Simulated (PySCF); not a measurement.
**Computed and reference excited states of `[C]=C=[C]` (carbon trimer) [singlet]**

Published values to compare with (the computed states carry no symmetry labels, so the two lists aren't matched line by line):

```json
{"state": "1Πg(partial double)", "E (eV)": "4.01", "f": "", "kind of transition": "vertical absorption", "source": "[1]"}
{"state": "1Δg(double)", "E (eV)": "5.22", "f": "", "kind of transition": "vertical absorption", "source": "[2]"}
{"state": "1Δg(genuine double)", "E (eV)": "5.23", "f": "", "kind of transition": "vertical absorption", "source": "[1]"}
{"state": "1Σg+(genuine double)", "E (eV)": "5.91", "f": "", "kind of transition": "vertical absorption", "source": "[1]"}
{"state": "1Σ+g(double)", "E (eV)": "5.91", "f": "", "kind of transition": "vertical absorption", "source": "[2]"}
```

[1] computed, theoretical best estimate (aug-cc-pVTZ), gas; Kossoski, Boggio-Pasqua, Loos, Jacquemin, double excitations: improvement and extension (2024), arXiv:2403.19597
[2] computed, theoretical best estimate (aug-cc-pVTZ, frozen core, CC3 geometry), gas; Veril, Scemama, Caffarel, Lipparini, Boggio-Pasqua, Jacquemin, Loos, WIREs Comput. Mol. Sci. 2021, 11, e1517 (QUESTDB)

Compound: carbon trimer, C3 (singlet state).
Structure used (PBE0-D3(BJ)/def2-TZVP), in Å, numbered top down from 1:
```xyz
3
C3 angstrom
C     -1.334    0.369    0.083
C     -0.081    0.072    0.063
C      1.160   -0.275    0.059
```

The calculation used TDDFT CAM-B3LYP/aug-cc-pVTZ, vertical, gas phase, core orbitals frozen in the response in PySCF 2.14.0, density-fitted response routines. Isolated species at its PBE0-D3(BJ)/def2-TZVP geometry, gas phase.

Computed singlets: 3.55 eV (f 0.049 summed over 2 states); 3.64 eV (f 0.000); 3.94 eV (f 0.000 summed over 2 states); 4.71 eV (f 0.000 summed over 2 states); 7.92 eV (f 1.016); 9.13 eV (f 0.001) [of 10 roots; the last level is left out, as the window may have cut its degenerate partner]. Computed triplets (Tamm–Dancoff): 2.26, 2.26, 2.84 eV.

Note on [1]: supersedes the 2021 QUESTDB value where one exists.

States of double-excitation character are out of reach of adiabatic linear-response TDDFT and have no counterpart, or a poor one, in the computed list.

The run took 2.9 s of wall time on one thread of an Arm Neoverse V2, shared host with 96 logical CPUs at a one-minute load of 18, and the process peaked at 0.43 GiB of memory.
